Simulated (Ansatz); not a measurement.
**Relaxing ScW2**

Level of theory: Ansatz, DFT PBE, scalar-relativistic, plane waves, PAW. Cutoff 420 eV, Γ-centred k mesh, Gaussian smearing, no spin polarisation in the final step.

The start puts ScW2 on the cadmium chloride structure type (R-3m, No. 166), with Sc in place of Cd, W in place of Cl, at a guessed volume.

```
Sc W
1.0
     1.71858    0.99223    5.19057
    -1.71858    0.99223    5.19057
     0.00000   -1.98445    5.19057
Sc W
1 2
Direct
  0.00000 0.00000 0.00000
  0.75000 0.75000 0.75000
  0.25000 0.25000 0.25000
```

Steps on the 6×6×6 mesh (3 atoms). 12 of 18 steps are shown, and the free energy counts from the last. Trial steps that were taken back and renewals of the plane-wave basis can be among the rows.

```
step  ΔF (meV/atom) V (Å³/atom) P (GPa) largest force component (eV/Å)
   1         2404.5        17.70    22.25                           5.908
   3          842.7        18.18     5.48                           5.167
   4          460.1        18.29    15.15                           0.325
   6          274.0        19.21     4.71                           0.197
   7          190.5        19.40     1.57                           0.243
   9           43.2        18.87    -1.51                           0.081
  10           31.3        18.12    -0.17                           0.257
  12           24.0        18.27     0.93                           0.084
  13           23.7        18.36     0.00                           0.002
  15            1.1        18.44     0.59                           0.072
  16            0.2        18.62    -0.40                           0.000
  18            0.0        18.55     0.04                           0.001
```

A final relaxation ran on a 18×18×18 mesh. The relaxed crystal, R-3m (No. 166):

```
Sc W
1.0
     1.54554    0.89232    6.72515
    -1.54554    0.89232    6.72515
     0.00000   -1.78464    6.72515
Sc W
1 2
Direct
  0.00000 0.00000 0.00000
  0.78694 0.78694 0.78694
  0.21306 0.21306 0.21306
```

```json
{
  "Volume per atom": "18.55 Å³",
  "Density": "12.31 g/cm³",
  "Energy over the elements": "0.54 eV/atom",
  "Gap on the 18×18×18 mesh": "0 eV (a metal)"
}
```

Formation energies are uncorrected and refer to the elements' standard structures at the same level.

The final run used a 18×18×18 mesh on its 3-atom cell and 0.10 eV smearing. The k mesh leaves about 4 meV/atom of noise in metals. Spin–orbit coupling is left out.

Symmetry constrained the relaxation, so the result can be a saddle point.

Cost: 3 runs of about 4.3 core-minutes in all, on Arm Neoverse V1 (shared hosts).